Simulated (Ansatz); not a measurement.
**Worked example: CH3FO → CH2F + OH**

Species: CH3FO `OCF`, singlet; CH2F `[CH2]F`, doublet; OH, doublet. 

Shapes, held fixed at every level: PBE0-D4/def2-TZVP. Flexible molecules stand in one conformer, not always the lowest. Programs: Ansatz 0.2.0. The zero-point and thermal change to 298 K, harmonic and unscaled (PBE0-D4/def2-TZVP), is -24.0 kJ/mol.

At CCSD(T)/CBS estimate; 1 Eh = 2625.50 kJ/mol:

```
species  energy (Eh)
  CH3FO  -214.812543
   CH2F  -138.960355
     OH   -75.677713
```

Work out ΔH(298 K) of the reaction at this level.


1. Products less reactants: (-138.960355) + (-75.677713) − [(-214.812543)] = 0.174475 Eh = +458.1 kJ/mol.
2. With the thermal change: +458.1 + (-24.0) = +434.1 kJ/mol.

Other levels give +284.1 (HF/def2-SVP) to +453.0 kJ/mol (MP2/def2-TZVPP). No measured value is set beside it here. Open shells run unrestricted unless RO is named. The CBS estimate extrapolates MP2 from def2-TZVPP and def2-QZVPP and adds CCSD(T) − MP2 in the triple-zeta set, cores frozen.
